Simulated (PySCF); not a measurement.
Numbering as in the mapped SMILES `[O:1]=[S:2](=[O:3])([Cl:4])[Cl:5]`.

Geometry: PBE0-D3(BJ)/def2-SVP; GIAO shifts from PySCF 2.14, gas phase, non-relativistic, averaged over equivalent atoms.

At PBE0/pcSseg-1 (106 basis functions, 5.3 s wall time on 1 thread of an Arm Neoverse V2, shared host):
| atoms | δ (ppm) |
| --- | --- |
| O1/O3 | 429.1 |
| S2 | 338.3 |
| Cl4/Cl5 | 901.8 |

References, each an isolated molecule treated in the same way: 17O (334.56 ppm) vs H2O; 33S (495.66 ppm) vs CS2; 35Cl (943.27 ppm) against HCl.

Task: Estimate the result of repeating the calculation with wB97X-D/pcSseg-2.

Result: 
| atoms | δ at wB97X-D/pcSseg-2 | change |
| --- | --- | --- |
| O1/O3 | 393.9 | -35.2 |
| S2 | 360.2 | +21.9 |
| Cl4/Cl5 | 867.2 | -34.6 |

Shifts are taken against calculated references (same method and geometry level): 17O (σref 326.83) against H2O; 33S (σref 499.87) against CS2; HCl for 35Cl (σref 935.79).

The largest change is at O1/O3 (S=O oxygen). Cost: 201 basis functions, 17 s wall time on 1 thread of an Arm Neoverse V2, shared host.

Unscaled 17O shifts of doubly bonded oxygen tend to come out too high, by tens of ppm or more. Experimental scales use liquid or dissolved standards, which lie at an offset from isolated H2O (liquid H2O: subtract about 36 ppm).
